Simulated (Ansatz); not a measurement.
**Worked example: H$_{3}$Ge–GeH, quintet against H$_{3}$Ge–GeH, triplet**

Geometry (PBE0/def2-TZVP stationary point of a triplet), kept for both states (H3Ge–GeH, triplet: A''; H3Ge–GeH, quintet: A''):

```yaml
atoms:
  - { symbol: Ge, position_ang: [0.0000, -0.0229, 1.1903] }
  - { symbol: Ge, position_ang: [0.0000, 0.0409, -1.2321] }
  - { symbol: H, position_ang: [1.2555, -0.7421, 1.7164] }
  - { symbol: H, position_ang: [0.0000, 1.4326, 1.6767] }
  - { symbol: H, position_ang: [-1.2555, -0.7421, 1.7164] }
  - { symbol: H, position_ang: [0.0000, -1.2486, -2.0914] }
```

Basis cc-pVDZ; Ansatz 0.2.0. Correlated methods freeze the noble-gas cores and the filled d shells of p-block atoms. Prefix R: restricted or restricted open-shell reference; prefix U: unrestricted. No spin–orbit coupling is included, and no scalar relativity.

Full CI isn't at hand for all of this; UCCSDT(Q) serves as the reference, and is uncertain by the last step of the cluster series or more.

| level | E(H3Ge–GeH, triplet) (hartree) | E(H3Ge–GeH, quintet) (hartree) |
| --- | --- | --- |
| UHF | -4152.946241 | -4152.716283 |
| UMP2 | -4153.108667 | -4152.871503 |
| UCCSD(T) | -4153.154457 | -4152.918390 |
| PBE | -4155.626920 | -4155.403386 |
| r2SCAN | -4156.247194 | -4156.019102 |
| UCCSDT(Q) | -4153.155771 | -4152.920036 |

Task: Give the vertical gap, H3Ge–GeH quintet less H3Ge–GeH triplet, at each level in eV (1 hartree = 27.2114 eV), and each error against UCCSDT(Q).

Result: UCCSDT(Q): (-4152.920036 − (-4153.155771)) × 27.2114 = 6.415 eV (the reference)
r2SCAN: (-4156.019102 − (-4156.247194)) × 27.2114 = 6.207 eV, error -0.208 eV
PBE: (-4155.403386 − (-4155.626920)) × 27.2114 = 6.083 eV, error -0.332 eV
UCCSD(T): (-4152.918390 − (-4153.154457)) × 27.2114 = 6.424 eV, error 0.009 eV
UMP2: (-4152.871503 − (-4153.108667)) × 27.2114 = 6.454 eV, error 0.039 eV
UHF: (-4152.716283 − (-4152.946241)) × 27.2114 = 6.257 eV, error -0.158 eV

Total energies of functionals can't be set beside those of wave-function methods, since they hold the core's correlation and their own absolute errors; only the differences compare.

In so small a basis the reference is far from its limit while semilocal and hybrid functionals are nearer theirs, so the functionals' errors here hold much of the reference's basis and frozen-core error, which can add to them or hide them.

Each level lands on the state that its own search finds. T1 diagnostics of restricted CCSD: 0.018 and 0.026.
